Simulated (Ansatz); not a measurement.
**HB–N–C⁺, triplet in cc-pVDZ: errors against UCCSDT(Q)**

Geometry: that of the HB–N–C, quartet, kept fixed.

```yaml
atoms:
  - { symbol: B, position_ang: [0.0000, 0.0000, 0.6596] }
  - { symbol: N, position_ang: [0.0000, 0.0000, -0.6177] }
  - { symbol: C, position_ang: [0.0000, 0.0000, -1.8708] }
  - { symbol: H, position_ang: [0.0000, 0.0000, 1.8289] }
```

Basis cc-pVDZ; Ansatz 0.2.0. Correlated methods freeze the noble-gas cores, which leaves 12 electrons in 44 orbitals. Prefix R: restricted or restricted open-shell reference; prefix U: unrestricted. Active spaces: frontier = (10e, 10o) about the gap.

Full CI isn't at hand for all of this; UCCSDT(Q) serves as the reference, and is uncertain by about the last step of the cluster series. The frozen core follows each run's orbitals, which can shift R against U totals by a few meV.

Unrestricted rows (U) aren't spin-pure: their determinants' ⟨S²⟩ exceeds S(S+1) by up to 0.18, so they mix in states of higher spin. For open shells CISD is restricted-active-space CI with the open shells as a complete middle space.

The UHF ⟨S²⟩ is 2.180. The T1 diagnostic (RCCSD) is 0.0440. The largest doubles amplitude (RCCSD) is 0.062 and the T1 diagnostic (UCCSD) is 0.0348.

| level | E − E(UCCSDT(Q)) (kJ/mol) | share of correlation (%) | wall time |
| --- | --- | --- | --- |
| RHF | 856.9 | 0.00 | – |
| UHF | 824.0 | 3.83 | – |
| RMP2 | 112.1 | 86.92 | – |
| UMP2 | 117.9 | 86.24 | – |
| CISD | 112.5 | 86.87 | 11 s |
| RCCSD | 41.6 | 95.15 | – |
| UCCSD | 39.7 | 95.37 | – |
| RCCSD(T) | 6.4 | 99.26 | 12 s |
| UCCSD(T) | 7.8 | 99.09 | 13 s |
| BCCD(T) | 6.8 | 99.20 | 12 s |
| RCCSDT | 3.3 | 99.62 | – |
| UCCSDT | 3.2 | 99.63 | – |
| RCCSDT(Q) | 0.5 | 99.95 | 2.4 min |
| CASSCF (frontier space) | 509.1 | 40.58 | – |
| NEVPT2 (frontier space) | 115.3 | 86.54 | 65 s |
| MRCISD (frontier space) | 40.0 | 95.33 | – |
| MRCISD+Q (frontier space) | 6.4 | 99.25 | 76 s |

The correlation energy at UCCSDT(Q), counted from RHF, is -8.881 eV. That run took 2.2 min on 1 thread of AMD EPYC, shared host.

Times hold each run's SCF and search for its determinant on a shared host, so for small cases they say little of a method's own cost; they ran on 1 thread of AMD EPYC.
